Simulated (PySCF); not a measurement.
**Basis-set dependence of excited states**

Compound: C₄H₄S.
Geometry (PBE0-D3(BJ)/def2-SVP, Å), atoms numbered from 1 in this order:
```xyz
9
C4H4S angstrom
C      0.8549    0.4840    0.1859
C     -0.5289    0.8193    0.2196
C     -1.3309   -0.2333   -0.1361
S     -0.4080   -1.6313   -0.5115
C      1.0686   -0.8150   -0.1947
H      1.6602    1.1753    0.4378
H     -0.9160    1.7997    0.5006
H     -2.4181   -0.2616   -0.1966
H      2.0181   -1.3371   -0.3051
```

TDDFT with PBE0 (PySCF), vertical singlets, core orbitals frozen in the response, spherical d and f functions. Geometry: PBE0-D3(BJ)/def2-SVP; no solvent, vibrations or thermal averaging.

Q: Compare 6-31G*, def2-SVP, 6-31+G*, def2-SVPD, aug-cc-pVDZ, def2-TZVP and def2-TZVPD for this molecule.

A: 

| basis | functions | diffuse | S1 (eV) | S2 (eV) | S3 (eV) | S4 (eV) | S5 (eV) | LUMO (eV) | α (au) |
| --- | --- | --- | --- | --- | --- | --- | --- | --- | --- |
| 6-31G* | 82 | no | 6.05 | 6.14 | 6.32 | 6.61 | 7.96 | -0.04 | 49.8 |
| def2-SVP | 94 | no | 6.02 | 6.10 | 6.87 | 7.07 | 7.71 | -0.28 | 50.8 |
| 6-31+G* | 102 | yes | 5.87 | 5.97 | 6.03 | 6.24 | 6.31 | -0.40 | 59.1 |
| def2-SVPD | 139 | yes | 5.86 | 5.92 | 6.19 | 6.41 | 6.75 | -0.48 | 62.0 |
| aug-cc-pVDZ | 155 | yes | 5.78 | 5.88 | 5.93 | 6.07 | 6.35 | -0.46 | 63.7 |
| def2-TZVP | 185 | no | 5.79 | 5.90 | 6.27 | 6.45 | 7.30 | -0.41 | 59.2 |
| def2-TZVPD | 230 | yes | 5.75 | 5.85 | 5.97 | 6.20 | 6.22 | -0.48 | 63.8 |

States are compared by their number. Against the largest diffuse basis here (def2-TZVPD, itself not a converged limit), sets without diffuse functions differ by up to 0.30 eV in S1 and 1.74 eV in S5; the smaller diffuse sets differ by up to 0.11 and 0.53 eV. State by state, the largest deviation of a set without diffuse functions is S1 0.30, S2 0.29, S3 0.90, S4 0.87, S5 1.74 eV. The same number needn't mean the same state in each row. Against def2-TZVPD the polarisability deviates by -22% in 6-31G*, -20% in def2-SVP, -7% in 6-31+G*, -3% in def2-SVPD, 0% in aug-cc-pVDZ, -7% in def2-TZVP. A single + in a Pople set puts diffuse functions on heavy atoms only.
